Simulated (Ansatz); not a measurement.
# CH4BSi: the cost of one run

Program: Ansatz 0.2.0. Level of theory: UKS BLYP/def2-SVP. These are calculated values, not measurements.

## 1. The starting structure

Bond lengths: B1–Si2 1.846 Å, Si2–C3 1.787 Å, B1–H4 1.155 Å, Si2–H5 1.474 Å, C3–H6 1.080 Å, C3–H7 1.079 Å. Angles: B1–Si2–C3 126.4°, B1–Si2–H5 121.8°, C3–Si2–H5 111.8°, Si2–B1–H4 167.5°, Si2–C3–H6 121.3°, Si2–C3–H7 120.6°, H6–C3–H7 113.5°.

Coordinates:

```xyz
7

B    -1.7899   -0.1404   -0.6106
Si    0.0462    0.0506   -0.5852
C     1.1157   -0.1690    0.8294
H    -2.9368   -0.0261   -0.5321
H     0.8065    0.4036   -1.7977
H     2.0449    0.3736    0.9187
H     0.7134   -0.4923    1.7774
```

## 2. Relaxing the start

Contents of input.yaml:

```yaml
crystal:
  periodic: [false, false, false]
  atoms:
    - { symbol: B, position_ang: [-1.78994, -0.14038, -0.61057] }
    - { symbol: Si, position_ang: [0.04623, 0.05062, -0.58523] }
    - { symbol: C, position_ang: [1.11572, -0.16896, 0.8294] }
    - { symbol: H, position_ang: [-2.93677, -0.02611, -0.53209] }
    - { symbol: H, position_ang: [0.80648, 0.40357, -1.79766] }
    - { symbol: H, position_ang: [2.04494, 0.37358, 0.91873] }
    - { symbol: H, position_ang: [0.71336, -0.49231, 1.77742] }
magnetization:
  spin_polarized: true
  initial_magnetization: 1
basis:
  gaussian: { orbitals: def2-SVP }
hamiltonian:
  xc: blyp
relax:
  f_tol: 0.02
  max_steps: 40
output:
  orbitals: {}
```

Launch:

```console
$ ansatz run input.yaml --threads 1 --pin off --max-ram 2048MiB --backend cpu --events-out ev --progress --plain --runs-dir out
```

**Question.** How long does this run take on 1 thread of an x86-64 CPU, shared host, and how much memory does it need?

About 50 s, with a peak of 0.17 GiB.
